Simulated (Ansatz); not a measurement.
Species: CHO, charge 0, multiplicity 2. It need not be the lowest isomer of its formula. 
Structure (B3LYP-D3(BJ)/def2-TZVP (Ansatz, an electronic-structure program) minimum search):
```xyz
3

C      0.0497     0.5837    -0.0011
O      0.0741    -0.5878    -0.0009
H     -0.8911     1.2003     0.0145
```
Charge 0, spin multiplicity 2.

Atomisation energy built up term by term with Ansatz (kcal/mol; UHF references for open shells; valence terms freeze the core; atomic spin-orbit terms are left out). CBS(X,Y): correlation extrapolated as X^-3; Hartree-Fock from the larger set.

```
term                                            basis  kcal/mol
-----------------------  ----------------------------  --------
Hartree-Fock                              aug-cc-pVQZ    182.86
CCSD correlation         CBS(aug-cc-pVTZ,aug-cc-pVQZ)       [?]
(T)                      CBS(aug-cc-pVTZ,aug-cc-pVQZ)       [?]
CCSDT - CCSD(T)                               cc-pVDZ      0.16
(Q)                                           cc-pVDZ      0.63
core correlation                            cc-pwCVTZ      1.18
scalar relativity (X2C)    cc-pVTZ-DK against cc-pVTZ     -0.27
sum: De                                                     [?]
```

Task: Some entries are withheld; supply them.

Result: 
- CCSD correlation, kcal/mol: 87.08
- (T), kcal/mol: 8.19
- sum: De, kcal/mol: 279.8
